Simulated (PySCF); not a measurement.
Level sweep

C2H4Cl2.
Z-matrix (Å and degrees, PBE0-D3(BJ)/def2-SVP geometry), rows numbered from 1:
```
C 
C   1  1.5063
Cl  2  1.7842  1  110.72
Cl  2  1.7833  1  110.79  3   123.11
H   1  1.0988  2  110.12  3   -61.78
H   1  1.0994  2  109.78  3    58.23
H   1  1.0997  2  109.79  3   178.28
H   2  1.0966  1  112.43  3  -118.39
```

PySCF, dipoles from the SCF density, polarisabilities from static response with core orbitals frozen. Geometry: PBE0-D3(BJ)/def2-SVP; no solvent, vibrations or thermal averaging.

Reference dipole: 2.060 D (measured, gas; NIST CCCBDB Release 22 (SRD 101), experimental dipoles). Reference dipole: 2.060 D (measured, unstated (gas or solution; conformer average); Muller, Mokrushina, Arlt, J. Chem. Eng. Data 57 (2012) 1231, supporting information). Reference polarisability: 8.161 Å³ (measured, gas; NIST CCCBDB Release 22 (SRD 101), experimental polarizabilities). Errors are taken against the first value of each kind. The anisotropy is √(½[(α1 − α2)² + (α2 − α3)² + (α3 − α1)²]).

| level | μ (D) | error (%) | α (Å³) | error (%) | anisotropy (Å³) |
| --- | --- | --- | --- | --- | --- |
| LDA/def2-SVPD | 2.097 | +1.8 | 8.51 | +4.3 | 2.45 |
| PBE/def2-SVPD | 2.069 | +0.4 | 8.44 | +3.5 | 2.47 |
| B3LYP/def2-SVPD | 2.100 | +1.9 | 8.21 | +0.6 | 2.38 |
| PBE0/def2-SVPD | 2.136 | +3.7 | 8.11 | -0.7 | 2.33 |
| BHandHLYP/def2-SVPD | 2.170 | +5.4 | 7.92 | -3.0 | 2.27 |
| CAM-B3LYP/def2-SVPD | 2.129 | +3.3 | 8.07 | -1.1 | 2.28 |
| wB97X-D/def2-SVPD | 2.176 | +5.7 | 8.01 | -1.8 | 2.26 |
| LC-wPBE/def2-SVPD | 2.165 | +5.1 | 7.84 | -4.0 | 2.17 |
| HF/def2-SVPD | 2.281 | +10.7 | 7.66 | -6.2 | 2.19 |
| PBE0/6-31G* | 2.226 | +8.1 | 6.00 | -26.5 | 2.60 |

For the dipole, the smallest error is 0.4% (PBE/def2-SVPD) and the largest 10.7% (HF/def2-SVPD). For the polarisability, the smallest error is 0.6% (B3LYP/def2-SVPD) and the largest 26.5% (PBE0/6-31G*). The dipole runs from 2.07 D (PBE/def2-SVPD) to 2.28 D (HF/def2-SVPD). In one basis (def2-SVPD) the functionals order the polarisability from HF (lowest) to LDA (highest), a spread of 11%. With PBE0 the polarisability is 6.00 Å³ without diffuse functions (6-31G*) and 8.11 Å³ with them (def2-SVPD). Measured values can belong to vibrating molecules and may average over conformers; the computed ones are for one fixed geometry.
